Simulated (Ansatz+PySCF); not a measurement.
Values are calculated unless marked as measured or tabulated.
This PySCF input gave a total energy of -109.43588 hartree.

```python
from pyscf import gto, dft

mol = gto.M(atom="""
N 0.000000 0.000000 -0.548880
N 0.000000 0.000000 0.548880
""", basis='aug-cc-pvdz', charge=-1, spin=1)
mf = dft.ROKS(mol, xc='wb97x')
mf.init_guess = 'minao'
mf.kernel()
while True:  # follow internal instabilities
    mo, _, stable, _ = mf.stability(return_status=True)
    if stable: break
    mf.kernel(mf.make_rdm1(mo, mf.mo_occ))
print(mf.converged, mf.e_tot, mf.spin_square()[0])
```

(1) Write an input for Ansatz with the same method and basis set.

Results:

(1)

```yaml
crystal:
  periodic: [false, false, false]
  atoms:
    - { symbol: "N", position_ang: [0.0, 0.0, -0.54888] }
    - { symbol: "N", position_ang: [0.0, 0.0, 0.54888] }
basis:
  gaussian: { orbitals: aug-cc-pVDZ }
total_charge: -1
magnetization:
  initial_magnetization: 1
hamiltonian:
  xc: { name: wB97X }
```

Ansatz (development build ahead of 0.2.0) gave -109.43588 hartree, 0.00 meV from the first.
